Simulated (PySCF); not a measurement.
Method: PBE-D3(BJ)/def2-TZVP // B3LYP-D3(BJ)/def2-SVP run with PySCF. All species are isolated molecules in the gas phase. Excitations are Tamm–Dancoff values on a coarser integration grid. The basis has no diffuse functions, so Rydberg states are missing or too high.

Reference species (SMILES): `C#N` (neutral, multiplicity 1).

```json
{
  "S1 excitation (TDA)": "8.05 eV",
  "dipole_moment": "2.94 D"
}
```

Changed species: `CSC` (free base S(CH3)2; the reference has free base NCH).

What does the change do to the S1 excitation (TDA) and dipole moment?

the S1 excitation (TDA) drops by 2.88 eV, to 5.17 eV; the dipole moment decreases by 1.41 D, to 1.53 D.
